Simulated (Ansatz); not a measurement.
A nudged elastic band was laid between two geometries of CH8Si2 (11 atoms, charge 0, multiplicity 1).

Computed with RKS revPBE/6-31G* (Ansatz 0.2.0).

```
movable images  : 6
climbing image  : no
spring          : 5.0 eV/Å²
optimiser       : quadratic models (default)
start path      : through a guess of the saddle point
force threshold : 0.05 eV/Å
iteration limit : 60
end points      : relaxed
```

Image 0:

```xyz
11
Properties=species:S:1:pos:R:3
Si 0.548 0.086 -0.019
C 0.702 -0.085 1.877
H -0.276 -0.313 2.335
H 1.399 -0.902 2.134
H 1.083 0.846 2.329
H 1.904 0.355 -0.620
Si -0.922 1.819 -0.668
H -2.312 1.578 -0.143
H -0.459 3.150 -0.139
H -1.007 1.923 -2.167
H 0.059 -1.209 -0.613
```

Image 7:

```xyz
11
Properties=species:S:1:pos:R:3
Si -0.327 -0.551 -0.848
C 1.515 0.047 1.750
H 0.445 -0.234 1.774
H 2.100 -0.755 2.227
H 1.639 0.993 2.300
H 1.881 0.186 0.717
Si -1.094 1.734 -0.894
H -2.344 1.668 -1.751
H -1.503 2.344 0.423
H -0.159 2.699 -1.575
H -1.434 -0.882 0.182
```

(1) Which bonds break or form, and what moves?

(2) Give the energies along the band, and the barrier.

Results:

(1) Bonds broken: Si1–C2, Si1–H6. Bonds formed: C2–H6. CH8Si2 becomes CH4 + H4Si2.

(2) It converged. The highest image is number 7 of 0 to 7, 193.6 kJ/mol above the first end and 0.0 kJ/mol above the last; the last end lies 193.6 kJ/mol above the first. The highest image is an end point: on this band no image between the ends rises above it. Between wells the path still climbs a hump at image 1, 0.03 eV above the well before it. The orbitals stay closed-shell, which can raise the energy where a bond breaks towards radicals; this wasn't checked here.

```
image  path coordinate (Å)  energy (kJ/mol)  Si1–C2 (Å)  Si1–H6 (Å)  C2–H6 (Å)
    0                 0.00              0.0        1.91        1.51       2.81
    1                 1.49              3.0        1.91        1.51       2.80
    2                 2.97              2.6        1.91        1.51       2.81
    3                 4.46              0.4        1.91        1.51       2.80
    4                 5.95            111.0        2.04        1.46       2.18
    5                 7.44            192.5        3.04        2.10       1.13
    6                 8.92            191.3        3.09        2.14       1.12
    7                10.39            193.6        3.24        2.81       1.10
```

Run time: 4 min on 1 thread of Intel(R) Xeon(R) 6975P-C (Granite Rapids), with other jobs on the host, peak memory 0.12 GiB.
